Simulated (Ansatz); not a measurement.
# Changing the shape of NO3, doublet

Calculated in Ansatz's Gaussian-basis code; BCCD by scripts on PySCF. Basis cc-pVDZ, 4 core orbitals frozen, nonrelativistic. On stretched bonds single-reference methods can fail or change state.

Case A:

```xyz
4

N     0.0000    0.0000    0.0000
O     0.0000    1.0947    0.6320
O     0.0000   -1.0427    0.6020
O     0.0000    0.0000   -1.2340
```

Case B:

```xyz
4

N     0.0000    0.0000    0.0000
O     0.0000    1.1206    0.6470
O     0.0000   -1.0167    0.5870
O     0.0000    0.0000   -1.2340
```

Case C:

```csv
atom,x (Å),y (Å),z (Å)
N,0.0000,0.0000,0.0000
O,0.0000,1.0817,0.6245
O,0.0000,-1.0557,0.6095
O,0.0000,0.0000,-1.2340
```

Case D:

```xyz
4

N     0.0000    0.0000    0.0000
O     0.0000    1.0687    0.6170
O     0.0000   -1.0687    0.6170
O     0.0000    0.0000   -1.2340
```

Energy less that of case A, in eV:

```json
{"case": "B", "RCCSD(T)": "+0.154", "RBCCD(T)": "+0.123", "UBCCD(T)": "+0.123"}
{"case": "C", "RCCSD(T)": "-0.031", "RBCCD(T)": "-0.031", "UBCCD(T)": "-0.030"}
{"case": "D", "RCCSD(T)": "-0.041", "RBCCD(T)": "-0.041", "UBCCD(T)": "-0.040"}
```

(1) Give the UCCSD(T) energies against case A.

## Answers

(1) B: +0.139 eV; C: -0.095 eV; D: -0.105 eV.
